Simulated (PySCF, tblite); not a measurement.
**H9O4F, a gas-phase cluster of small molecules: NMR shifts, interaction energy, spin-spin couplings and core binding energies**

Aim: the NMR shifts, interaction energy, spin-spin couplings and core binding energies of `F` with 4 × `O`.

Programs: tblite 0.8.0 and PySCF 2.14.0. All values are calculated, for the isolated system unless a continuum is named. Atoms count from 0, parts from 1.

### 1 The system as given

14 atoms, charge 0, multiplicity 1; geometry: rigid parts in contact. Parts: 1 = atoms 0–1, `F`, charge 0; 2 = atoms 2–4, `O`, charge 0; 3 = atoms 5–7, `O`, charge 0; 4 = atoms 8–10, `O`, charge 0; 5 = atoms 11–13, `O`, charge 0.

### 2 Docking the parts with GFN2-xTB

Job settings and geometry (Å):

```
{"job": {"kind": "dock", "xc": "GFN2-xTB", "basis": "xTB"}, "charge": 0, "multiplicity": 1, "parts": [{"atoms": "0-1", "charge": 0, "multiplicity": 1}, {"atoms": "2-4", "charge": 0, "multiplicity": 1}, {"atoms": "5-7", "charge": 0, "multiplicity": 1}, {"atoms": "8-10", "charge": 0, "multiplicity": 1}, {"atoms": "11-13", "charge": 0, "multiplicity": 1}]}
F     -0.180349    -0.256366    -0.073543
H     -0.643869     0.605380     0.042529
O     -1.367183     1.829574     0.383502
H     -0.861194     1.919400     1.233434
H     -2.296782     1.736564     0.605157
O      0.227397     1.904775     2.506720
H      0.805818     2.643087     2.288812
H      0.771050     1.104059     2.542372
O      1.668375    -0.851669     2.026022
H      1.053520    -0.954451     1.286783
H      2.083891    -1.710838     2.133335
O      0.939065     3.330389    -0.735001
H      1.460071     2.665275    -1.188859
H      0.024465     3.038970    -0.799727
```

With the program's defaults for keys left out, this is: GFN2-xTB search for minima from random contacts, gas phase.

Started as:

```
OMP_NUM_THREADS=1 python cluster_run.py task.json out
```

One launch serves the whole session: the jobs run in the order shown.

**Question.** The jobs that follow are: PBE0-D3(BJ)/def2-SVPD geometry optimisation, gas phase; GIAO PBE0/pcSseg-1 NMR shielding, non-relativistic, gas phase; wB97M-D3(BJ)/def2-SVPD interaction energy, counterpoise and uncorrected, gas phase; PBE0-D3(BJ)/def2-SVPD interaction energy, counterpoise and uncorrected, gas phase; B3LYP/pcJ-1 indirect spin-spin coupling, non-relativistic, gas phase; delta-SCF UKS SCAN, pcX-2 on the ionised atom, pcseg-1 elsewhere, spin-free X2C. Predict: binding energy (GFN2-xTB); point group; rotational constants (main isotopes); shieldings of H (PBE0/pcSseg-1); largest proton shift on binding; interaction energy, counterpoise (wB97M-D3(BJ)/def2-SVPD); superposition error; binding energy (with deformation); largest coupling of the table (B3LYP/pcJ-1); O1s binding energies, SCAN/pcX-2 (standing for 2 of 4 atoms); F1s binding energies, SCAN/pcX-2.

The runs gave:

| quantity | value |
| --- | --- |
| binding energy (GFN2-xTB) | -40.20 kcal/mol |
| point group | C1 |
| rotational constants (main isotopes) | 2.26, 2.20, 2.11 GHz |
| shieldings of H (PBE0/pcSseg-1) | H1 17.6, H3 21.1, H7 26.8, H6 27.0, H12 27.9, H9 28.1, H4 30.0, H10 30.6 ppm and more |
| largest proton shift on binding | H1, +11.66 ppm |
| interaction energy, counterpoise (wB97M-D3(BJ)/def2-SVPD) | -45.13 kcal/mol |
| superposition error | 3.08 kcal/mol |
| binding energy (with deformation) | -38.79 kcal/mol |
| largest coupling of the table (B3LYP/pcJ-1) | ¹J(F,H) F0–H1, 240.9 Hz |
| O1s binding energies, SCAN/pcX-2 (standing for 2 of 4 atoms) | O2 539.73, O5 538.78 eV |
| F1s binding energies, SCAN/pcX-2 | F0 692.03 eV |
| range of the interaction energy over the runs of this table | -48.40 to -45.13 kcal/mol |

What this shows: At its xTB geometry the search ends with the contact H1···O2 (hydrogen bond, 1.39 Å); 6 starts can't prove it the lowest minimum. Further contacts there: H3···O5 (hydrogen bond, 1.60 Å), H7···O8 (hydrogen bond, 1.84 Å). A later relaxation moves these distances. The start of the PBE0/def2-SVPD relaxation was shaken at random by about 0.01 Å, so part of the energy gained, and of the first lengths quoted, undoes that. Relaxing lowered the energy by 0.096 eV in 7 steps; the close pair that moved most is O2–H3, from 1.053 to 1.011 Å. At PBE0/pcSseg-1: Shielding is most anisotropic at F0 (span 118 ppm, paramagnetic term -83 ppm). On binding (GIAO PBE0/pcSseg-1 NMR shielding, non-relativistic, gas phase), H1 moves most among the protons, 11.66 ppm downfield. The attractive terms split as electrostatic 57 %, orbital 40 %, dispersion 4 %, against 99.08 kcal/mol of Pauli repulsion. Of the pairs tabulated at B3LYP/pcJ-1, F0–H1 couples most strongly (240.9 Hz; Fermi contact 174.6 Hz). At SCAN/pcX-2: O2 (oxygen bonded to 2 H) binds its O1s electron 0.95 eV more tightly than O5 (oxygen bonded to 2 H). Only 2 of the 4 O atoms are covered by sound results. Binding moves the F1s level of F0 by -2.09 eV. The interaction energy runs from -48.40 (PBE0-D3(BJ)/def2-SVPD) to -45.13 kcal/mol (wB97M-D3(BJ)/def2-SVPD).
